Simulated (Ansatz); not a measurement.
Geometry optimisation, RKS B3LYP-D4/6-31G* (Ansatz).

input.yaml

```yaml
crystal:
  periodic: [false, false, false]
  atoms:
    - { symbol: B, position_ang: [0.062841, -0.484251, -0.380284] }
    - { symbol: F, position_ang: [-0.111675, 0.140214, 2.052688] }
    - { symbol: H, position_ang: [1.04026, 0.184454, -0.460832] }
    - { symbol: H, position_ang: [-1.030971, -0.116565, -0.657676] }
    - { symbol: S, position_ang: [0.352989, -2.276086, 0.027908] }
    - { symbol: H, position_ang: [-0.925962, -2.706972, -0.045294] }
    - { symbol: H, position_ang: [0.085018, -0.770294, 2.130689] }
basis:
  gaussian: { orbitals: "6-31G*" }
hamiltonian:
  xc: b3lyp
  dispersion: d4
relax:
  f_tol: 0.03
  max_steps: 50
output:
  orbitals: {}
```

Command:

```bash
$ ansatz run input.yaml --threads 1 --pin off --max-ram 2048MiB --backend cpu --events-out ev --progress --plain --runs-dir out
```

**Question.** Where does it end, and by what steps?

**Answer.** The forces met the threshold. After 5 steps the energy has fallen by 0.029 eV; F2 moved furthest, 0.10 Å.

```tsv
step	energy less start (eV)	largest force component (eV/Å)	accepted
0	0.0000	0.854	yes
1	0.0265	1.592	no
2	-0.0252	0.347	yes
3	-0.0274	0.207	yes
4	-0.0279	0.076	yes
5	-0.0286	0.012	yes
```

```xyz
7
Properties=species:S:1:pos:R:3
B 0.067 -0.494 -0.348
F -0.177 0.111 1.986
H 1.049 0.166 -0.448
H -1.019 -0.101 -0.622
S 0.351 -2.248 0.012
H -0.926 -2.690 -0.006
H 0.126 -0.774 2.095
```

Whether the end is a true minimum wasn't checked by a vibrational analysis.

The run took 12 s on 1 thread of Arm Neoverse V1, with other jobs on the host, peak memory 0.12 GiB.
